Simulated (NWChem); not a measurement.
# CH2BN (SMILES BC#N): B3LYP/def2-TZVP

What is the vertical ionisation energy of CH2BN at B3LYP/def2-TZVP? 

The results are computed with NWChem 7.3.0.

## (1) Starting point

The species is CH2BN (5 atoms), meant as a singlet with charge 0. SMILES: `BC#N`. The shape is that of a PBE0-D4/def2-TZVP optimisation.

Bond lengths: B1–C2 1.522 Å, C2–N3 1.154 Å, B1–H4 1.189 Å, B1–H5 1.189 Å. Angles: B1–C2–N3 180.0°, C2–B1–H4 118.9°, C2–B1–H5 118.9°, H4–B1–H5 122.2°.

## (2) A single-point energy at B3LYP/def2-TZVP

The input, sp.nw:

```
start sp
memory 2200 mb
geometry units angstrom noautosym nocenter noautoz
   B       -0.219200       0.441300      -0.341900
   C        0.352700      -0.696700       0.490700
   N        0.786500      -1.559600       1.122200
   H       -0.744300       0.187400      -1.377600
   H       -0.125900       1.554000       0.065300
end
basis spherical bse
   B library def2-TZVP
   C library def2-TZVP
   N library def2-TZVP
   H library def2-TZVP
end
dft
   xc b3lyp
   grid medium
   convergence energy 1e-08
   maxiter 100
   mulliken
   print low
end
task dft energy
```

The run is started by

```sh
$ nwchem sp.nw > sp.out
```

The program printed:

```text
[...]
 d= 0,ls=0.0,diis     1   -118.8523452188 -1.65D+02  8.93D-03  5.83D-01     1.4
[...]
 d= 0,ls=0.0,diis    11   -118.9227451332 -9.63D-11  3.33D-08  1.42D-11    12.7
         Total DFT energy =     -118.922745133203
      One electron energy =     -250.468529636423
           Coulomb energy =      102.400402072005
    Exchange-Corr. energy =      -17.061853265072
 Nuclear repulsion energy =       46.207235696287
[...]
      Total Density - Mulliken Population Analysis
     ---------------------------------------------
    Atom       Charge   Shell Charges
 -----------   ------   -------------------------------------------------------
    1 B    5     4.97   0.91  1.06  0.55  0.51  0.05  0.97  0.75  0.09  0.03  0.04  0.01
    2 C    6     6.12   0.86  1.11  0.59  0.55  0.08  1.32  1.20  0.35  0.02  0.03  0.01
    3 N    7     6.99   0.82  1.15  0.64  0.80  0.26  1.44  1.26  0.59  0.01  0.03  0.00
    4 H    1     0.96   0.27  0.49  0.20  0.01
    5 H    1     0.96   0.27  0.49  0.20  0.01
[...]
```

Run time: 14 s. Hardware: 1 thread of Intel Xeon Platinum 8559C (Emerald Rapids), shared host; peak memory 0.12 GiB.

## (3) The doublet cation, same level

The input, test.nw:

```
start test
title "CH2BN B3LYP"
memory stack 880 mb heap 220 mb global 1100 mb
charge 1
geometry units angstroms noautosym nocenter noautoz
 B    -0.219200    0.441300   -0.341900
 C     0.352700   -0.696700    0.490700
 N     0.786500   -1.559600    1.122200
 H    -0.744300    0.187400   -1.377600
 H    -0.125900    1.554000    0.065300
end
basis "ao basis" spherical bse
 B library def2-TZVP
 C library def2-TZVP
 N library def2-TZVP
 H library def2-TZVP
end
dft
 xc b3lyp
 mult 2
 grid medium
 convergence energy 1e-08
 maxiter 100
 mulliken
 noprint "final vectors analysis"
end
task dft energy
```

The run is started by

```sh
$ nwchem test.nw > test.out
```

The program printed:

```text
[...]
          Wavefunction type:  spin polarized.
          No. of atoms     :     5
          No. of electrons :    19
[...]
          Charge           :     1
          Spin multiplicity:     2
[...]
          AO basis - number of functions:   105
[...]
              XC Information
              --------------
                         B3LYP Method XC Potential
                     Hartree-Fock (Exact) Exchange  0.200
                        Slater Exchange Functional  0.800 local
                    Becke 1988 Exchange Functional  0.720 non-local
              Lee-Yang-Parr Correlation Functional  0.810
                  VWN I RPA Correlation Functional  0.190 local
[...]
 d= 0,ls=0.0,diis     1   -118.2091495625 -1.64D+02  1.01D-02  4.34D-01     2.6
[...]
 d= 0,ls=0.0,diis    14   -118.4699933106 -8.26D-09  2.49D-07  8.79D-10    25.0
[...]
         Total DFT energy =     -118.469993310582
      One electron energy =     -244.345745020756
           Coulomb energy =       96.389710370001
    Exchange-Corr. energy =      -16.721194356115
 Nuclear repulsion energy =       46.207235696287
[...]
      Total Density - Mulliken Population Analysis
     ---------------------------------------------
    Atom       Charge   Shell Charges
 -----------   ------   -------------------------------------------------------
    1 B    5     4.85   0.92  1.05  0.59  0.54  0.03  0.93  0.69  0.04  0.03  0.03  0.01
    2 C    6     5.84   0.86  1.11  0.61  0.57  0.04  1.28  1.12  0.18  0.02  0.03  0.02
    3 N    7     6.74   0.82  1.15  0.67  0.88  0.30  1.38  1.15  0.34  0.01  0.03  0.00
    4 H    1     0.79   0.24  0.44  0.10  0.01
    5 H    1     0.79   0.24  0.44  0.10  0.01
[...]
      <S2> =      0.7594 (Exact =     0.7500)
[...]
```

Run time: 26 s. Hardware: 1 thread of Intel Xeon Platinum 8559C (Emerald Rapids), shared host; peak memory 0.12 GiB.

## (4) Summary of results

Level: B3LYP/def2-TZVP.

| quantity | value |
| --- | --- |
| singlet CH2BN: total energy | -118.92275 Eh |
| doublet cation: total energy | -118.46999 Eh |
| doublet cation: ⟨S²⟩ | 0.759 |
| vertical ionisation energy (to the doublet cation) | 12.320 eV |

What this shows: Removing an electron at fixed nuclei costs 12.32 eV (1189 kJ/mol). Mulliken charges (singlet CH2BN) run from -0.12 on C2 to +0.04 on H4; they depend strongly on the basis.
